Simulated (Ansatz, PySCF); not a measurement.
The group X on ethyl-X is varied. Gas-phase values, no solvent. One relaxed conformer stands for each flexible species; it need not be the lowest. Strings in code marks are SMILES.

Quantity: vertical ionisation energy (energy after one electron is removed minus that of the parent at the parent's geometry), in eV.

Level 1: frozen-core MP2/def2-TZVPP // B3LYP-D3(BJ)/def2-TZVP (Ansatz, a first-principles code)
Level 2: B3LYP/6-31G* // B3LYP-D3(BJ)/def2-TZVP (PySCF)
Level 3: PBE/6-31G* // B3LYP-D3(BJ)/def2-TZVP (PySCF)
Level 4: minus the HOMO energy of HF/6-31G* // B3LYP-D3(BJ)/def2-TZVP (PySCF)

```json
[
 {"species": "`CCCl`", "level 1": "11.20", "level 2": "10.92", "level 3": "10.62", "level 4": "11.68"},
 {"species": "`CCBr`", "level 1": "10.49", "level 2": "10.34", "level 3": "10.13", "level 4": "10.77"},
 {"species": "`C[CH2][GeH3]`", "level 1": "10.72", "level 2": "10.29", "level 3": "10.07", "level 4": "11.14"}
]
```
